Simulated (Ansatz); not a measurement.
Ansatz (a quantum-chemistry and plane-wave program) input (B3LYP-D3(BJ)/def2-TZVP):

Ansatz 0.2 input:
```yaml
crystal:
  periodic: [false, false, false]
  atoms:
    - {symbol: C, position_ang: [0.06772882, 1.33677652, -0.58076859]}
    - {symbol: S, position_ang: [-0.20351480, 0.11041718, 0.56938539]}
    - {symbol: C, position_ang: [0.24338008, -1.37270681, -0.36653509]}
    - {symbol: H, position_ang: [0.55259827, 1.12781644, -1.52160068]}
    - {symbol: H, position_ang: [-0.15162162, 2.35061391, -0.28599237]}
    - {symbol: H, position_ang: [0.11271911, -2.22427414, 0.29855508]}
    - {symbol: H, position_ang: [-0.40799579, -1.48486538, -1.23221886]}
    - {symbol: H, position_ang: [1.28388336, -1.32038413, -0.68508729]}
basis:
  gaussian:
    orbitals: def2-TZVP
hamiltonian:
  xc: b3lyp
  dispersion: d3bj
magnetization: {spin_polarized: true, initial_magnetization: 1}
phonons: {temperatures: {t_min: 298.15, t_max: 298.15, t_step: 100}}
```

Output:

```
Functional definition: B3LYP
integrals: 0.04 GiB planned
851 factors; their error is unknown
mean field: 0.56 GiB planned
mean field evaluation 1: about -12981.1987 eV, gradient 4.6e1 eV
mean field evaluation 2: about -12970.8286 eV, gradient 6.1e1 eV
mean field evaluation 4: about -12991.1810 eV, gradient 4.2e0 eV
mean field evaluation 8: about -12991.2721 eV, gradient 1.9e-1 eV
mean field evaluation 16: about -12991.2778 eV, gradient 9.6e-5 eV
mean field -12991.27778601 eV, -477.4206528316 hartree, gradient 1.4e-5 eV, S^2 0.755654; 0 other end points of the search recorded, 0 dependent functions left out
the calculation of the forces begins
reference -12991.27801326 eV, -477.4206611828 hartree; 17, 16 occupied and 112, 113 virtual orbitals, 851 factors
these checks for a lower state are left out or cut short: stability, starts, cluster_reference, orbital_swaps, neighbouring_geometries, increment
integrals: 0.04 GiB planned
851 factors; their error is unknown
mean field: 0.56 GiB planned
mean field -12991.27774801 eV, -477.4206514352 hartree, gradient 2.7e-6 eV, S^2 0.755654; 0 other end points of the search recorded, 0 dependent functions left out
the calculation of the forces begins
reference -12991.27797528 eV, -477.4206597869 hartree; 17, 16 occupied and 112, 113 virtual orbitals, 851 factors
these checks for a lower state are left out or cut short: stability, starts, cluster_reference, orbital_swaps, neighbouring_geometries, increment
integrals: 0.04 GiB planned
851 factors; their error is unknown
mean field: 0.56 GiB planned
mean field -12991.27775519 eV, -477.4206516990 hartree, gradient 1.2e-6 eV, S^2 0.755654; 0 other end points of the search recorded, 0 dependent functions left out
the calculation of the forces begins
reference -12991.27798243 eV, -477.4206600497 hartree; 17, 16 occupied and 112, 113 virtual orbitals, 851 factors
these checks for a lower state are left out or cut short: stability, starts, cluster_reference, orbital_swaps, neighbouring_geometries, increment
integrals: 0.04 GiB planned
851 factors; their error is unknown
mean field: 0.56 GiB planned
mean field evaluation 32: about -12991.2755 eV, gradient 2.7e-1 eV
mean field -12991.27767138 eV, -477.4206486191 hartree, gradient 9.6e-7 eV, S^2 0.755655; 0 other end points of the search recorded, 0 dependent functions left out
the calculation of the forces begins
reference -12991.27789861 eV, -477.4206569694 hartree; 17, 16 occupied and 112, 113 virtual orbitals, 851 factors
these checks for a lower state are left out or cut short: stability, starts, cluster_reference, orbital_swaps, neighbouring_geometries, increment
integrals: 0.04 GiB planned
851 factors; their error is unknown
mean field: 0.56 GiB planned
mean field -12991.27757533 eV, -477.4206450891 hartree, gradient 1.1e-6 eV, S^2 0.755653; 0 other end points of the search recorded, 0 dependent functions left out
the calculation of the forces begins
reference -12991.27780260 eV, -477.4206534412 hartree; 17, 16 occupied and 112, 113 virtual orbitals, 851 factors
these checks for a lower state are left out or cut short: stability, starts, cluster_reference, orbital_swaps, neighbouring_geometries, increment
integrals: 0.04 GiB planned
851 factors; their error is unknown
mean field: 0.56 GiB planned
mean field -12991.27764082 eV, -477.4206474960 hartree, gradient 1.2e-6 eV, S^2 0.755655; 0 other end points of the search recorded, 0 dependent functions left out
the calculation of the forces begins
reference -12991.27786809 eV, -477.4206558480 hartree; 17, 16 occupied and 112, 113 virtual orbitals, 851 factors
these checks for a lower state are left out or cut short: stability, starts, cluster_reference, orbital_swaps, neighbouring_geometries, increment
integrals: 0.04 GiB planned
[...]
reference -12991.27796339 eV, -477.4206593502 hartree; 17, 16 occupied and 112, 113 virtual orbitals, 851 factors
these checks for a lower state are left out or cut short: stability, starts, cluster_reference, orbital_swaps, neighbouring_geometries, increment
integrals: 0.04 GiB planned
851 factors; their error is unknown
mean field: 0.56 GiB planned
mean field evaluation 224: about -12991.2756 eV, gradient 2.4e-1 eV
mean field -12991.27774007 eV, -477.4206511433 hartree, gradient 1.4e-6 eV, S^2 0.755654; 0 other end points of the search recorded, 0 dependent functions left out
the calculation of the forces begins
reference -12991.27796735 eV, -477.4206594956 hartree; 17, 16 occupied and 112, 113 virtual orbitals, 851 factors
these checks for a lower state are left out or cut short: stability, starts, cluster_reference, orbital_swaps, neighbouring_geometries, increment
integrals: 0.04 GiB planned
851 factors; their error is unknown
mean field: 0.56 GiB planned
mean field -12991.27773478 eV, -477.4206509490 hartree, gradient 1.4e-6 eV, S^2 0.755654; 0 other end points of the search recorded, 0 dependent functions left out
the calculation of the forces begins
reference -12991.27796200 eV, -477.4206592990 hartree; 17, 16 occupied and 112, 113 virtual orbitals, 851 factors
these checks for a lower state are left out or cut short: stability, starts, cluster_reference, orbital_swaps, neighbouring_geometries, increment
integrals: 0.04 GiB planned
851 factors; their error is unknown
mean field: 0.56 GiB planned
mean field -12991.27773424 eV, -477.4206509290 hartree, gradient 8.7e-7 eV, S^2 0.755654; 0 other end points of the search recorded, 0 dependent functions left out
the calculation of the forces begins
reference -12991.27796146 eV, -477.4206592793 hartree; 17, 16 occupied and 112, 113 virtual orbitals, 851 factors
these checks for a lower state are left out or cut short: stability, starts, cluster_reference, orbital_swaps, neighbouring_geometries, increment
integrals: 0.04 GiB planned
851 factors; their error is unknown
mean field: 0.56 GiB planned
mean field -12991.27774355 eV, -477.4206512711 hartree, gradient 1.3e-6 eV, S^2 0.755654; 0 other end points of the search recorded, 0 dependent functions left out
the calculation of the forces begins
reference -12991.27797082 eV, -477.4206596232 hartree; 17, 16 occupied and 112, 113 virtual orbitals, 851 factors
these checks for a lower state are left out or cut short: stability, starts, cluster_reference, orbital_swaps, neighbouring_geometries, increment
integrals: 0.04 GiB planned
851 factors; their error is unknown
mean field: 0.56 GiB planned
mean field -12991.27774837 eV, -477.4206514484 hartree, gradient 9.9e-7 eV, S^2 0.755654; 0 other end points of the search recorded, 0 dependent functions left out
the calculation of the forces begins
reference -12991.27797559 eV, -477.4206597984 hartree; 17, 16 occupied and 112, 113 virtual orbitals, 851 factors
these checks for a lower state are left out or cut short: stability, starts, cluster_reference, orbital_swaps, neighbouring_geometries, increment
integrals: 0.04 GiB planned
851 factors; their error is unknown
mean field: 0.56 GiB planned
mean field evaluation 256: about -12991.2778 eV, gradient 8.6e-6 eV
mean field -12991.27779444 eV, -477.4206531413 hartree, gradient 7.9e-7 eV, S^2 0.755653; 0 other end points of the search recorded, 0 dependent functions left out
the calculation of the forces begins
reference -12991.27802172 eV, -477.4206614936 hartree; 17, 16 occupied and 112, 113 virtual orbitals, 851 factors
these checks for a lower state are left out or cut short: stability, starts, cluster_reference, orbital_swaps, neighbouring_geometries, increment
integrals: 0.04 GiB planned
851 factors; their error is unknown
mean field: 0.56 GiB planned
mean field -12991.27770750 eV, -477.4206499464 hartree, gradient 1.2e-6 eV, S^2 0.755654; 0 other end points of the search recorded, 0 dependent functions left out
the calculation of the forces begins
reference -12991.27793469 eV, -477.4206582954 hartree; 17, 16 occupied and 112, 113 virtual orbitals, 851 factors
these checks for a lower state are left out or cut short: stability, starts, cluster_reference, orbital_swaps, neighbouring_geometries, increment
integrals: 0.04 GiB planned
851 factors; their error is unknown
mean field: 0.56 GiB planned
mean field -12991.27772558 eV, -477.4206506106 hartree, gradient 1.6e-6 eV, S^2 0.755654; 0 other end points of the search recorded, 0 dependent functions left out
the calculation of the forces begins
reference -12991.27795288 eV, -477.4206589640 hartree; 17, 16 occupied and 112, 113 virtual orbitals, 851 factors
these checks for a lower state are left out or cut short: stability, starts, cluster_reference, orbital_swaps, neighbouring_geometries, increment
integrals: 0.04 GiB planned
851 factors; their error is unknown
mean field: 0.56 GiB planned
mean field -12991.27770300 eV, -477.4206497811 hartree, gradient 1.7e-6 eV, S^2 0.755654; 0 other end points of the search recorded, 0 dependent functions left out
the calculation of the forces begins
reference -12991.27793030 eV, -477.4206581342 hartree; 17, 16 occupied and 112, 113 virtual orbitals, 851 factors
these checks for a lower state are left out or cut short: stability, starts, cluster_reference, orbital_swaps, neighbouring_geometries, increment
integrals: 0.04 GiB planned
851 factors; their error is unknown
mean field: 0.56 GiB planned
mean field -12991.27767844 eV, -477.4206488785 hartree, gradient 1.4e-6 eV, S^2 0.755654; 0 other end points of the search recorded, 0 dependent functions left out
the calculation of the forces begins
reference -12991.27790564 eV, -477.4206572278 hartree; 17, 16 occupied and 112, 113 virtual orbitals, 851 factors
these checks for a lower state are left out or cut short: stability, starts, cluster_reference, orbital_swaps, neighbouring_geometries, increment
integrals: 0.04 GiB planned
851 factors; their error is unknown
mean field: 0.56 GiB planned
mean field evaluation 288: about -12991.2778 eV, gradient 8.6e-7 eV
mean field -12991.27775006 eV, -477.4206515105 hartree, gradient 8.6e-7 eV, S^2 0.755654; 0 other end points of the search recorded, 0 dependent functions left out
the calculation of the forces begins
reference -12991.27797729 eV, -477.4206598609 hartree; 17, 16 occupied and 112, 113 virtual orbitals, 851 factors
these checks for a lower state are left out or cut short: stability, starts, cluster_reference, orbital_swaps, neighbouring_geometries, increment
integrals: 0.04 GiB planned
851 factors; their error is unknown
mean field: 0.56 GiB planned
mean field -12991.27779317 eV, -477.4206530946 hartree, gradient 8.8e-7 eV, S^2 0.755653; 0 other end points of the search recorded, 0 dependent functions left out
the calculation of the forces begins
reference -12991.27802044 eV, -477.4206614467 hartree; 17, 16 occupied and 112, 113 virtual orbitals, 851 factors
these checks for a lower state are left out or cut short: stability, starts, cluster_reference, orbital_swaps, neighbouring_geometries, increment
integrals: 0.04 GiB planned
851 factors; their error is unknown
mean field: 0.56 GiB planned
mean field -12991.27776113 eV, -477.4206519170 hartree, gradient 2.7e-6 eV, S^2 0.755654; 0 other end points of the search recorded, 0 dependent functions left out
the calculation of the forces begins
reference -12991.27798835 eV, -477.4206602672 hartree; 17, 16 occupied and 112, 113 virtual orbitals, 851 factors
these checks for a lower state are left out or cut short: stability, starts, cluster_reference, orbital_swaps, neighbouring_geometries, increment
integrals: 0.04 GiB planned
851 factors; their error is unknown
mean field: 0.56 GiB planned
mean field -12991.27776825 eV, -477.4206521790 hartree, gradient 2.9e-6 eV, S^2 0.755654; 0 other end points of the search recorded, 0 dependent functions left out
the calculation of the forces begins
reference -12991.27799553 eV, -477.4206605312 hartree; 17, 16 occupied and 112, 113 virtual orbitals, 851 factors
Total energy: -12991.52562693 eV, -477.4297608175 hartree
Atom 0 at     0.067729     1.336777    -0.580769 Å, force    -0.000150     0.001021     0.000117 eV/Å
Atom 1 at    -0.203515     0.110417     0.569385 Å, force    -0.000100    -0.000347     0.000076 eV/Å
Atom 2 at     0.243380    -1.372707    -0.366535 Å, force     0.000247    -0.000762    -0.000013 eV/Å
Atom 3 at     0.552598     1.127816    -1.521601 Å, force    -0.000082    -0.000083     0.000189 eV/Å
Atom 4 at    -0.151622     2.350614    -0.285992 Å, force     0.000218    -0.000265    -0.000425 eV/Å
Atom 5 at     0.112719    -2.224274     0.298555 Å, force     0.000035     0.000090    -0.000054 eV/Å
Atom 6 at    -0.407996    -1.484865    -1.232219 Å, force     0.000026     0.000233     0.000106 eV/Å
Atom 7 at     1.283883    -1.320384    -0.685087 Å, force    -0.000195     0.000114     0.000004 eV/Å
Dipole moment:     0.099501    -0.223244    -0.167107 e Å
Vibrations: 95.65 175.25 299.08 342.78 702.17 852.94 891.55 962.80 1029.49 1350.49 1408.71 1466.08 1482.37 3043.53 3120.38 3138.83 3164.95 3286.50 cm⁻¹, zero-point energy 1.662229 eV
```

It need not be the lowest isomer of its formula.
